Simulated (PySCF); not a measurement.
**NMR parameters from quadrupole coupling constants**

Compound: acetyl cation, C₂H₃O (charge +1).
Geometry (PBE0-D3(BJ)/def2-SVP, Å), atoms numbered from 1 in this order:
```xyz
6
C2H3O angstrom
C     -0.473   -0.016   -0.030
C      0.947   -0.014    0.004
O      2.062   -0.012    0.031
H     -0.803   -0.789   -0.750
H     -0.847   -0.247    0.985
H     -0.816    0.985   -0.352
```

Computed at PBE0/pcSseg-1 (PySCF, non-relativistic):

```json
{"atom": "O3", "environment": "oxygen bonded to C", "nucleus": "17O", "spin I": "5/2", "Q (b)": "-0.0256", "CQ = χzz (MHz)": "2.600", "η": "0.001"}
```

**Question.** Which field gradients stand behind these couplings (CQ in MHz = 234.96 × Q in b × Vzz in au)?

**Answer.** Vxx = −Vzz(1 − η)/2 and Vyy = −Vzz(1 + η)/2, in au:

```csv
atom,Vxx (au),Vyy (au),Vzz (au),Vzz (10²¹ V/m²)
O3,0.216,0.216,-0.432,-4.20
```

**Question.** At 9.4 T, set νQ = 3|CQ|/[2I(2I − 1)] beside the Larmor frequency (|g| × 7.62259 MHz/T × B; g(17O) = −0.75752), and give PQ = |CQ|√(1 + η²/3).

**Answer.** 
```
atom  PQ (MHz)  νQ (MHz)  ν0 (MHz)  νQ/ν0
  O3     2.600     0.390     54.28  0.007
```

For O3: PQ = 2.600 × 1.0000, νQ = 2.600 × 0.1500, ν0 = 5.7742 MHz/T × 9.4 T.

**Question.** Second-order quadrupolar shift of the central transition's centre of gravity (half-integer spins, νQ < ν0/10) at 9.4, 14.1 and 18.8 T.

**Answer.** From −(3/40)(PQ/ν0)²[I(I + 1) − 3/4]/[I(2I − 1)]², which goes as 1/B² (ppm):

```json
{"site": "17O at O3", "9.4 T": "-13.8", "14.1 T": "-6.12", "18.8 T": "-3.44"}
```

Solvent, lattice and vibrations would change these gradients. Geometry: PBE0-D3(BJ)/def2-SVP; no solvent, vibrations or thermal averaging. With so small a basis the couplings can be 20 % off.
